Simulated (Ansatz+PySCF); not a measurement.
Two shapes of singlet BH4(-).

Shape 1:

```xyz
5

B     0.0000    0.0000    0.0000
H     0.7229    0.7229    0.7229
H     0.7229   -0.7229   -0.7229
H    -0.7229    0.7229   -0.7229
H    -0.7229   -0.7229    0.7229
```

Shape 2:

```xyz
5

B    -0.0246   -0.0428    0.0080
H     0.7247    0.7725    0.7167
H     0.7156   -0.7049   -0.6769
H    -0.6858    0.6923   -0.7363
H    -0.7649   -0.7066    0.7013
```

Basis set: def2-SVP (spherical functions). Left uncorrelated: 1 orbital. Charge -1, multiplicity 1.

Computed with Ansatz (development build ahead of 0.2.0); each method stands on the lowest determinant of its kind that the runs found.

Question: Which shape is lower in energy, and by how much in each method?

Answer:

```csv
method,E(2) − E(1) (eV)
UHF,0.087
RHF-CCSD(T),0.085
PBE0 (unrestricted),0.082
ωB97X (restricted),0.085
ωB97X (unrestricted),0.085
```

Shape 1 is lower. Caution: no diffuse functions for an anion.
